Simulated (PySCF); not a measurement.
Molecule: `C=CC/C=C/F`, C₅H₇F.

Atom-mapped SMILES (the numbers label the heavy atoms): `[CH2:1]=[CH:2][CH2:3]/[CH:4]=[CH:5]/[F:6]`. Hydrogens are named by the atom that carries them. Ha(C1) is cis to C3; Hb(C1) is trans to C3.

Spin–spin couplings on one PBE0-D3(BJ)/def2-SVP geometry, PySCF 2.14.0 with density-fitted response routines, gas phase, non-relativistic, equivalent pairs averaged (spin–dipole term only in couplings to heteroatoms); isotopes ¹³C, ¹⁹F, ¹H; basis pcJ-1.

How do the couplings (Hz) change with the functional? Times are CPU seconds on 1 thread of an Arm Neoverse V2, shared host.

## Answers


```tsv
functional	functions	¹J(C5,F6)	¹J(C5,H(C5))	¹J(C1,Hb(C1))	¹J(C1,Ha(C1))	¹J(C4,H(C4))	¹J(C2,H(C2))	¹J(C3,H(C3))	core-s
LDA	232	-349.2	156.8	131.4	126.4	125.2	124.7	100.2	16
PBE	232	-363.0	183.5	154.8	149.7	148.5	147.3	121.2	22
KT2	232	-368.9	198.0	166.0	159.7	158.2	156.7	127.4	22
PBE0	232	-335.8	190.9	160.4	155.1	154.2	153.0	125.9	26
B97-2	232	-321.4	183.4	154.3	149.4	147.5	146.4	119.5	26
BHandHLYP	232	-308.8	217.8	182.9	177.2	176.1	174.2	144.1	30
CAM-B3LYP	232	-324.9	199.1	166.8	161.3	160.1	158.6	130.6	37
``` Left out for a near triplet instability: HF/pcJ-1.
